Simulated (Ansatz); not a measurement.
Ansatz input wanted

The species is BH3Cl− (5 atoms), meant as a triplet with charge -1. As SMILES of the parent species, `[H][B-]([H])([H])Cl`. Geometry: relaxed at GFN2-xTB. That shape belongs to the parent species and isn't relaxed for this state.

```xyz
5

B    -0.0013    0.0016   -0.1670
Cl    0.0136   -0.0211    1.7073
H     1.1523    0.0114   -0.5222
H    -0.5866    1.0057   -0.4970
H    -0.5780   -0.9976   -0.5211
```

Settings wanted:

| Setting | Value |
| --- | --- |
| basis set | STO-3G |
| integral approximation | none |
| task | energy |
| method | DFT |
| functional | BHLYP |
| reference | UKS |
| accuracy | high |

Problem. Give an Ansatz 0.2.0 job that does this.

Solution. One that was run (others would do as well):

input.yaml:
```yaml
crystal:
  periodic: [false, false, false]
  atoms:
    - symbol: B
      position_ang: [-0.001280, 0.001630, -0.167010]
    - symbol: Cl
      position_ang: [0.013600, -0.021140, 1.707330]
    - symbol: H
      position_ang: [1.152300, 0.011380, -0.522240]
    - symbol: H
      position_ang: [-0.586640, 1.005700, -0.497000]
    - symbol: H
      position_ang: [-0.577980, -0.997580, -0.521080]
basis:
  gaussian: {orbitals: STO-3G}
magnetization: {spin_polarized: true, initial_magnetization: 2}
total_charge: -1
hamiltonian: {xc: {name: BHLYP}}
accuracy: high
```

```bash
$ ansatz run input.yaml --threads 1 --pin off --max-ram 2610MiB --events-out events.jsonl --progress --plain --runs-dir runs
```

Calculated total energy: -481.07700 Eh. Without diffuse functions such a state is poorly described.
